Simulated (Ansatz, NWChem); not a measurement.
How methods differ on Si3H8 (trisilane)

Si3H8: 11 atoms, total charge 0, spin state singlet. As SMILES, `[SiH3][SiH2][SiH3]`. Geometry: relaxed at PBE0-D4/def2-TZVP.

Quantity: the vertical ionisation energy (to the doublet cation), in eV. The values are calculated.

```
                              level           kind  program  value (eV)  CPU time (all runs)
                        PBE/pcseg-0            GGA   Ansatz       10.27                  7 s
                        PBE/pcseg-1            GGA   Ansatz        9.74                 12 s
                        PBE/pcseg-2            GGA   Ansatz        9.70                 30 s
 B3LYP/6-31G* (spherical functions)  global hybrid   NWChem        9.84                 61 s
B3LYP/6-31G** (spherical functions)  global hybrid   NWChem        9.82                 75 s
                       B3LYP/STO-3G  global hybrid   NWChem        8.06                 19 s
                        B3LYP/3-21G  global hybrid   NWChem       10.09                 28 s
                        B3LYP/6-31G  global hybrid   NWChem        9.98                 38 s
                     B3LYP/6-311G**  global hybrid   NWChem        9.91                100 s
```

The values span 8.06 to 10.27 eV. Without the sets that lack polarisation functions the rows with a basis span only 9.70 to 9.91 eV. Times are those of the runs behind each value, whatever else they computed, on shared processors of several kinds: orders of magnitude only.
